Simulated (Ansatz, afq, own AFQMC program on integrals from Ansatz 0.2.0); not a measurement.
**AFQMC, coupled cluster and functionals along a coordinate of H₂O + NH, triplet**

```xyz
5

O    -1.0590    0.0024    0.0000
H    -1.3084    0.9289    0.0000
H    -0.0995    0.0024    0.0000
N     1.2050    0.0024    0.0000
H     1.4740   -1.0019    0.0000
```

A hydrogen atom is moved from one rigid fragment to the other; the O1–H3 distance tells how far. The two fragments are held close together, so this isn't a minimum-energy path and the start is a compressed complex. Energies in kJ/mol count from this geometry (0.960 Å) at the same level; the start stands on UHF, each point on the determinant named.

Basis cc-pVTZ. Only valence electrons are correlated. AFQMC by an in-house program on the Cholesky factors that Ansatz 0.2.0 writes for its CCSD(T) run. ph-AFQMC/CISD is guided by a CISD state made of CCSD amplitudes; releasing the constraint for a short imaginary time cuts its bias at the price of noise, slowly where states lie close. ± is one standard error of the sampling.

Cautions, each for one point or more: lower spins were not checked.

```
r(O1–H3) / Å  det.     T1  weight  ⟨S²⟩  CCSD(T)  ph-AFQMC/CISD  r2SCAN  wB97M-V
       1.035   UHF  0.019    0.88  2.03     12.3     12.8 ± 0.8     1.0      8.5
       1.073   UHF  0.020    0.88  2.03     22.6     23.2 ± 0.8     5.5     16.8
       1.111   UHF  0.019    0.88  2.04     33.7     33.8 ± 0.8    11.5     26.0
       1.148   UHF  0.022    0.88  2.05     44.5     44.3 ± 0.7    18.2     35.1
       1.224   UHF  0.035    0.86  2.04     65.3     64.1 ± 0.8    35.4     54.0
```

Weight is that of the determinant in the CISD state; at the start T1 is 0.016 and the weight 0.89, and ⟨S²⟩ is 2.02. Largest departures from phaseless AFQMC with a CISD trial: CCSD(T) 1.2 kJ/mol at 1.224 (on UHF) (within the noise), r2SCAN -28.7 kJ/mol at 1.224, wB97M-V -10.1 kJ/mol at 1.224. The walk's constraint bias lies outside its error bars, so these are departures and not errors. Functionals count only at points shown to share the start's state and spin.

Some points may be missing: those where a free walk finds a much lower state, and past Zn most of those on another determinant than at the start.

A walk keeps the symmetry of its determinant, which the program's search chose and which needn't be the lowest solution, so a lower state of the same spin and another symmetry isn't excluded.
